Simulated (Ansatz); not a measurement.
Species: singlet silylene, SiH2 (charge 0, singlet). SMILES: [SiH2]
Structure (B3LYP-D3(BJ)/def2-TZVP (Ansatz, a first-principles code) minimum search):
```
Si
H 1 1.5232
H 1 1.5232 2 91.51
```

Atomisation energy built up term by term with Ansatz (kcal/mol; UHF references for open shells; valence terms freeze the core; atomic spin-orbit terms are left out). CBS marks a two-point X^-3 extrapolation of the correlation energy; Hartree-Fock from the larger set (for Q and 5 zeta extrapolated as (X+1)exp(-9√X)).

The Hartree-Fock reference is unstable (checked in the largest basis), which strains HF and MP2. 

| term | basis | kcal/mol |
|---|---|---|
| Hartree-Fock | CBS(cc-pV(Q+d)Z,cc-pV(5+d)Z) | 110.65 |
| CCSD correlation | CBS(cc-pV(Q+d)Z,cc-pV(5+d)Z) | 42.25 |
| (T) | CBS(cc-pV(Q+d)Z,cc-pV(5+d)Z) | 0.88 |
| CCSDT - CCSD(T) | cc-pV(D+d)Z | 0.12 |
| (Q) | cc-pV(D+d)Z | 0.03 |
| core correlation | cc-pwCVTZ | -0.04 |
| scalar relativity (X2C) | cc-pVTZ-DK against cc-pVTZ | -0.21 |
| sum: De |  | 153.7 |

(T) makes 0.6 % of the CCSD(T) atomisation energy; under 5 % is typical of single-reference molecules.
